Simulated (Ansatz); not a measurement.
## Zinc, hcp: convergence with Fermi-Dirac smearing

Computed with Ansatz, PBE, scalar-relativistic PAW, on the relaxed cell (a = 2.656 Å, c = 4.962 Å (c/a = 1.869); spin not included). Errors count from a run at 420 eV on a Γ-centred 22×22×11 mesh with Fermi-Dirac smearing of 0.1 eV, extrapolated to zero width. Fixed here: cutoff 420 eV, mesh 14×14×7. The SCF starts from atomic densities corrected by a trained network.

```
width (eV)  E(σ→0) error (meV/atom)  F error (meV/atom)  P (GPa)  SCF iterations
      0.01                      5.9                 5.7     0.08               6
      0.03                      5.6                 5.0     0.08               6
       0.1                      5.0                 0.5     0.15               6
       0.2                      4.5               -12.5     0.34               6
       0.3                      4.6               -33.7     0.64               7
       0.6                     11.6              -153.7     2.11               6
       1.0                     43.3              -462.2     5.17               7
```
